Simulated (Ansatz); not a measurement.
SiH3O (SMILES O[SiH2]): where methods fail along a bond

SiH3O: 5 atoms, total charge 0, spin state doublet. SMILES: `O[SiH2]`. Geometry: relaxed at GFN2-xTB. This is one conformer, not always the lowest.

```xyz
5

O     0.5573   -0.4338    0.7985
Si    0.0019    0.3419   -0.5339
H     0.7257   -1.3707    0.8148
H    -1.2448   -0.2536   -1.0008
H    -0.0401    1.7160   -0.0786
```

The Si2–H5 distance is scanned; the parts on either side stay rigid. Basis STO-3G, 6 core orbitals frozen in the correlated methods; program Ansatz 0.2.0. FCI is exact within this basis and core. Energies in eV from each method's value at 1.448 Å; open shells run as named. The shape above is that at 1.448 Å.

```csv
distance (Å),U-revPBE,U-wB97X,U-wB97M-V,RPA@PBE,UCCSDTQ,FCI
1.448,0.00,0.00,0.00,0.00,0.00,0.00
1.810,0.83,1.07,1.04,0.90,0.96,0.96
2.172,2.28,2.83,2.71,2.44,2.46,2.46
2.896,3.72,4.06,3.88,3.56,3.45,3.46
3.621,3.85,4.03,3.93,3.42,3.47,3.47
```

Departure from the FCI curve at its largest: U-revPBE +0.38 eV at 3.62 Å; U-wB97X +0.60 eV at 2.90 Å; U-wB97M-V +0.46 eV at 3.62 Å; RPA@PBE +0.11 eV at 2.90 Å; UCCSDTQ within 0.005 eV. Functionals converge differently with the basis, so for them the departure isn't an error alone.
